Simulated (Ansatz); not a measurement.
Basis-set extrapolation for `C1[SiH2][SiH2]1` (PBE0-D4/def2-TZVP geometry, frozen core, Ansatz 0.2.0). Multiplicity 1, RHF reference.

|  | def2-TZVPP | def2-QZVPP |
| --- | --- | --- |
| HF | -619.210244 | -619.229824 |
| MP2 correlation | -0.421401 | -0.450173 |
| CCSD(T) correlation | -0.488051 | not run |

Energies in hartree. Use E(X) = E(∞) + A·exp(−7.88·√X) for Hartree–Fock and E(X) = E(∞) + B·X^(−2.97) for correlation, with X = 3 and 4, and add CCSD(T) minus MP2 of the smaller set to the MP2 limit.

What is the CCSD(T) energy at the basis-set limit?

HF limit: -619.229824 + (-0.019580) × 0.13774 = -619.23252. MP2 limit: -0.450173 + (-0.028772) × 0.74074 = -0.47149. Higher-order term: -0.488051 − (-0.421401) = -0.06665. Total: -619.77066 hartree, 190.0 kJ/mol below CCSD(T)/def2-TZVPP.
